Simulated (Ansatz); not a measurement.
Species: methanedithione, CS2 (charge 0, singlet). 
Structure (B3LYP-D3(BJ)/def2-TZVP (Ansatz, a quantum-chemistry and plane-wave program) minimum search):
```
C
S 1 1.5527
S 1 1.5527 2 180.00
```

Give the harmonic wavenumbers at B3LYP-D3(BJ)/def2-TZVP (Ansatz, finite differences of forces, unscaled).

407, 407, 678, 1562 cm⁻¹. Zero-point energy 4.4 kcal/mol.

From these and the geometry, give the ideal-gas thermochemistry at 298.15 K and 1 atm (rigid rotor, harmonic oscillator).

Point group D∞h, rotational symmetry number 2. Rotational constants 3.269, 3.269 GHz. S(trans) 38.91, S(rot) 15.61, S(vib) 2.21, S(elec, spin only) 0.00, S 56.7 cal/(mol K). H(298) - H(0) 2.53 kcal/mol; G - E(el) -10.0 kcal/mol. Tabulated S at 1 bar: 56.8 cal/(mol K) (CRC Handbook, as tabulated in the package chemicals).
